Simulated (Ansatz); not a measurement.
# O₂+ (quartet): geometry and frequencies at several levels, part 2 of 2

The task, for O₂+ (quartet): geometry and frequencies at several levels. Charge +1. Spin multiplicity 4.

Ansatz 0.2.0, Gaussian bases.

## 9. Relaxation, B3LYP-D4/def2-TZVPP

input.yaml reads:

```yaml
crystal:
  periodic: [false, false, false]
  atoms:
    - { symbol: O, position_ang: [0.0, 0.0, -0.07943091] }
    - { symbol: O, position_ang: [0.0, 0.0, 1.26607091] }
magnetization:
  spin_polarized: true
  initial_magnetization: 3
total_charge: 1
basis:
  gaussian: { orbitals: def2-TZVPP }
hamiltonian:
  xc: { name: B3LYP }
  dispersion: d4
relax:
  f_tol: 0.002
  max_steps: 150
```

Run with:

```console
ansatz run input.yaml --threads 1 --pin off --max-ram 2560MiB --backend cpu --events-out ev --progress --plain --runs-dir out
```

What it wrote, shortened:

```text
Warning: RAYON_NUM_THREADS=1 ignored (pool sized by the plan → 1); use --threads N
[...]
Functional definition: B3LYP
[...]
302 factors; their error is unknown
[...]
mean field -4076.08384355 eV, -149.7933183817 hartree, gradient 4.9e-6 eV, S^2 3.759203; 0 other end points of the search recorded, 0 dependent functions left out
[...]
reference -4076.08394142 eV, -149.7933219784 hartree; 9, 6 occupied and 53, 56 virtual orbitals, 302 factors
relax step   1: F+E_penalty+E_count = -4076.09179618 eV  Δ(F+E_penalty+E_count) = +0.000e0 eV  max|allowed force component| = 8.652e-1 eV/Å  Δτ_max = 0.0000 Å  (28 SCF iters, accepted)
[...]
relax step   3: F+E_penalty+E_count = -4076.10038457 eV  Δ(F+E_penalty+E_count) = -1.379e-3 eV  max|allowed force component| = 1.401e-2 eV/Å  Δτ_max = 0.0039 Å  (29 SCF iters, accepted)
[...]
relax step   4: F+E_penalty+E_count = -4076.10038701 eV  Δ(F+E_penalty+E_count) = -2.439e-6 eV  max|allowed force component| = 1.861e-4 eV/Å  Δτ_max = 0.0002 Å  (31 SCF iters, accepted)
302 factors; their error is unknown
mean field -4076.09243551 eV, -149.7936341302 hartree, gradient 2.1e-5 eV, S^2 3.759245; 1 other end points of the search recorded, 0 dependent functions left out
[...]
reference -4076.09253359 eV, -149.7936377349 hartree; 9, 6 occupied and 53, 56 virtual orbitals, 302 factors
Total energy: -4076.10048510 eV, -149.7939299472 hartree
Atom 0 at    -0.000000    -0.000000    -0.089560 Å, force    -0.000000    -0.000000    -0.000186 eV/Å
Atom 1 at     0.000000     0.000000     1.276200 Å, force     0.000000     0.000000     0.000186 eV/Å
Dipole moment:    -0.000000     0.000000    -0.000000 e Å
```

It took 8.7 s on 1 thread of Intel Xeon at 2.50GHz (Skylake/Cascade Lake), shared host; peak memory 0.11 GiB.

Step by step:

```
step  E - E(step 1) (eV)  largest force component (eV/Å)
   1              0.0000                          0.8652
   2             -0.0072                          0.3386
   3             -0.0086                          0.0140
   4             -0.0086                          0.0002
```

Step 1 is the start.

Before: Bond lengths: O1–O2 1.346 Å.

After: Bond lengths: O1–O2 1.366 Å.

## 10. Frequencies, B3LYP-D4/def2-TZVPP

input.yaml reads:

```yaml
crystal:
  periodic: [false, false, false]
  atoms:
    - { symbol: O, position_ang: [0.0, 0.0, -0.08956041] }
    - { symbol: O, position_ang: [0.0, 0.0, 1.27620041] }
magnetization:
  spin_polarized: true
  initial_magnetization: 3
total_charge: 1
basis:
  gaussian: { orbitals: def2-TZVPP }
hamiltonian:
  xc: { name: B3LYP }
  dispersion: d4
phonons: {}
```

Run with:

```console
ansatz run input.yaml --threads 1 --pin off --max-ram 2560MiB --backend cpu --events-out ev --progress --plain --runs-dir out
```

What it wrote, shortened:

```text
Warning: RAYON_NUM_THREADS=1 ignored (pool sized by the plan → 1); use --threads N
[...]
[... 1 set-up line as earlier in the session ...]
[...]
302 factors; their error is unknown
[...]
mean field -4076.09243551 eV, -149.7936341302 hartree, gradient 5.3e-6 eV, S^2 3.759245; 0 other end points of the search recorded, 0 dependent functions left out
[...]
reference -4076.09253359 eV, -149.7936377349 hartree; 9, 6 occupied and 53, 56 virtual orbitals, 302 factors
[...]
302 factors; their error is unknown
[...]
mean field -4076.09243551 eV, -149.7936341302 hartree, gradient 2.9e-6 eV, S^2 3.759245; 0 other end points of the search recorded, 0 dependent functions left out
[...]
reference -4076.09253360 eV, -149.7936377349 hartree; 9, 6 occupied and 53, 56 virtual orbitals, 302 factors
[...]
302 factors; their error is unknown
[...]
reference -4076.09253360 eV, -149.7936377349 hartree; 9, 6 occupied and 53, 56 virtual orbitals, 302 factors
[...]
302 factors; their error is unknown
mean field -4076.09230870 eV, -149.7936294702 hartree, gradient 2.9e-6 eV, S^2 3.759241; 0 other end points of the search recorded, 0 dependent functions left out
[...]
reference -4076.09240676 eV, -149.7936330739 hartree; 9, 6 occupied and 53, 56 virtual orbitals, 302 factors
[...]
302 factors; their error is unknown
mean field -4076.09231116 eV, -149.7936295604 hartree, gradient 2.9e-6 eV, S^2 3.759250; 0 other end points of the search recorded, 0 dependent functions left out
[...]
reference -4076.09240927 eV, -149.7936331660 hartree; 9, 6 occupied and 53, 56 virtual orbitals, 302 factors
Total energy: -4076.10048510 eV, -149.7939299472 hartree
Atom 0 at     0.000000     0.000000    -0.089560 Å, force    -0.000000    -0.000000    -0.000185 eV/Å
Atom 1 at     0.000000     0.000000     1.276200 Å, force     0.000000     0.000000     0.000185 eV/Å
Dipole moment:    -0.000000    -0.000000    -0.000000 e Å
Vibrations: 1168.80 cm⁻¹, zero-point energy 0.072456 eV
```

It took 9 s on 1 thread of Intel Xeon at 2.50GHz (Skylake/Cascade Lake), shared host; peak memory 0.11 GiB.

Harmonic frequencies (cm⁻¹; negative: imaginary): 1169.

## 11. Relaxation, B2PLYP/def2-TZVPP

input.yaml reads:

```yaml
crystal:
  periodic: [false, false, false]
  atoms:
    - { symbol: O, position_ang: [0.0, 0.0, -0.07943091] }
    - { symbol: O, position_ang: [0.0, 0.0, 1.26607091] }
magnetization:
  spin_polarized: true
  initial_magnetization: 3
total_charge: 1
basis:
  gaussian: { orbitals: def2-TZVPP }
hamiltonian:
  xc: { name: B2PLYP }
relax:
  f_tol: 0.002
  max_steps: 150
```

Run with:

```console
ansatz run input.yaml --threads 1 --pin off --max-ram 2560MiB --backend cpu --events-out ev --progress --plain --runs-dir out
```

What it wrote, shortened:

```text
Warning: RAYON_NUM_THREADS=1 ignored (pool sized by the plan → 1); use --threads N
[...]
Functional definition: B2PLYP
[...]
431 factors; integrals over basis functions are off by at most 4.6e-4 eV
[...]
mean field -4070.48364267 eV, -149.5875147950 hartree, gradient 4.2e-6 eV, S^2 3.768282; 0 other end points of the search recorded, 0 dependent functions left out
2 core orbitals not correlated: weight in the atoms' cores, before any rotation towards them, 1.000 or more for the frozen orbitals, at most 0.000 for the correlated occupied ones
reference -4070.48370662 eV, -149.5875171452 hartree; 7, 4 occupied and 53, 56 virtual orbitals, 431 factors
second order -11.82977616 eV of doubles, -0.00000000 eV of singles
[...]
relax step   1: F+E_penalty+E_count = -4073.67768223 eV  Δ(F+E_penalty+E_count) = +0.000e0 eV  max|allowed force component| = 1.140e0 eV/Å  Δτ_max = 0.0000 Å  (32 SCF iters, accepted)
[...]
relax step   5: F+E_penalty+E_count = -4073.69406638 eV  Δ(F+E_penalty+E_count) = -2.441e-7 eV  max|allowed force component| = 7.094e-6 eV/Å  Δτ_max = 0.0001 Å  (24 SCF iters, accepted)
431 factors; integrals over basis functions are off by at most 4.3e-4 eV
[...]
mean field -4070.43408479 eV, -149.5856935767 hartree, gradient 1.5e-6 eV, S^2 3.768563; 1 other end points of the search recorded, 0 dependent functions left out
2 core orbitals not correlated: weight in the atoms' cores, before any rotation towards them, 1.000 or more for the frozen orbitals, at most 0.000 for the correlated occupied ones
reference -4070.43414885 eV, -149.5856959310 hartree; 7, 4 occupied and 53, 56 virtual orbitals, 431 factors
second order -12.07400589 eV of doubles, -0.00000000 eV of singles
[...]
Total energy: -4073.69413044 eV, -149.7054980448 hartree
Atom 0 at    -0.000000     0.000000    -0.094292 Å, force    -0.000000     0.000000     0.000007 eV/Å
Atom 1 at     0.000000    -0.000000     1.280932 Å, force    -0.000000    -0.000000    -0.000007 eV/Å
Dipole moment:     0.000000     0.000000    -0.000000 e Å
```

Wall time 26 s (1 thread of Intel Xeon at 2.50GHz (Skylake/Cascade Lake), shared host); peak memory 0.14 GiB.

Relaxation path:

| step | E - E(step 1) (eV) | largest force component (eV/Å) |
| --- | --- | --- |
| 1 | 0.0000 | 1.1397 |
| 2 | -0.0129 | 0.5038 |
| 3 | -0.0164 | 0.0352 |
| 4 | -0.0164 | 0.0040 |
| 5 | -0.0164 | 0.0000 |

Step 1 is the start.

Before: Bond lengths: O1–O2 1.346 Å.

After: Bond lengths: O1–O2 1.375 Å.

## 12. Frequencies, B2PLYP/def2-TZVPP

input.yaml reads:

```yaml
crystal:
  periodic: [false, false, false]
  atoms:
    - { symbol: O, position_ang: [0.0, 0.0, -0.09429224] }
    - { symbol: O, position_ang: [0.0, 0.0, 1.28093224] }
magnetization:
  spin_polarized: true
  initial_magnetization: 3
total_charge: 1
basis:
  gaussian: { orbitals: def2-TZVPP }
hamiltonian:
  xc: { name: B2PLYP }
phonons: {}
```

Run with:

```console
ansatz run input.yaml --threads 1 --pin off --max-ram 2560MiB --backend cpu --events-out ev --progress --plain --runs-dir out
```

What it wrote, shortened:

```text
Warning: RAYON_NUM_THREADS=1 ignored (pool sized by the plan → 1); use --threads N
[...]
[... 1 set-up line as earlier in the session ...]
[...]
431 factors; integrals over basis functions are off by at most 4.2e-4 eV
[...]
mean field -4070.43408476 eV, -149.5856935757 hartree, gradient 4.5e-6 eV, S^2 3.768563; 0 other end points of the search recorded, 0 dependent functions left out
2 core orbitals not correlated: weight in the atoms' cores, before any rotation towards them, 1.000 or more for the frozen orbitals, at most 0.000 for the correlated occupied ones
reference -4070.43414883 eV, -149.5856959301 hartree; 7, 4 occupied and 53, 56 virtual orbitals, 431 factors
second order -12.07400590 eV of doubles, -0.00000000 eV of singles
[...]
431 factors; integrals over basis functions are off by at most 4.2e-4 eV
[...]
second order -12.05308839 eV of doubles, -0.00000000 eV of singles
[...]
431 factors; integrals over basis functions are off by at most 4.2e-4 eV
[...]
mean field -4070.42831075 eV, -149.5854813845 hartree, gradient 2.4e-6 eV, S^2 3.768585; 0 other end points of the search recorded, 0 dependent functions left out
2 core orbitals not correlated: weight in the atoms' cores, before any rotation towards them, 1.000 or more for the frozen orbitals, at most 0.000 for the correlated occupied ones
reference -4070.42837482 eV, -149.5854837392 hartree; 7, 4 occupied and 53, 56 virtual orbitals, 431 factors
second order -12.09499178 eV of doubles, -0.00000000 eV of singles
[...]
Total energy: -4073.69413042 eV, -149.7054980439 hartree
Atom 0 at     0.000000     0.000000    -0.094292 Å, force     0.000000    -0.000000     0.000007 eV/Å
Atom 1 at     0.000000     0.000000     1.280932 Å, force    -0.000000    -0.000000    -0.000007 eV/Å
Dipole moment:    -0.000000     0.000000    -0.000000 e Å
Vibrations: 1085.96 cm⁻¹, zero-point energy 0.067321 eV
```

Run time: 29 s. Hardware: 1 thread of Intel Xeon at 2.50GHz (Skylake/Cascade Lake), shared host; peak memory 0.14 GiB.

Harmonic frequencies (cm⁻¹; negative: imaginary): 1086.

## 13. The levels compared

```
               level  O1–O2 (Å)  rotational constants (MHz)  highest frequency (cm⁻¹)  CPU time
  PBE0-D4/def2-TZVPP     1.3455                       34906                      1241     9.4 s
   PBE-D4/def2-TZVPP     1.3896                       32725                      1095     9.1 s
r2SCAN-D4/def2-TZVPP     1.3688                       33728                      1161      16 s
 B3LYP-D4/def2-TZVPP     1.3658                       33878                      1169     8.1 s
   B2PLYP/def2-TZVPP     1.3752                       33413                      1086      25 s
```

Constants are for the commonest isotopes at the equilibrium geometry; times are CPU times of the relaxations.

## 14. Outcome

What follows sums up all 2 parts.

| quantity | value |
| --- | --- |
| O1–O2 at B2PLYP/def2-TZVPP | 1.375 Å |
| frequencies at B2PLYP/def2-TZVPP | 1086 cm⁻¹ |

**Reading.** The O–O distance spreads over 0.044 Å, from PBE0-D4/def2-TZVPP (shortest) to PBE-D4/def2-TZVPP. No mode is imaginary, so the geometry is a minimum.
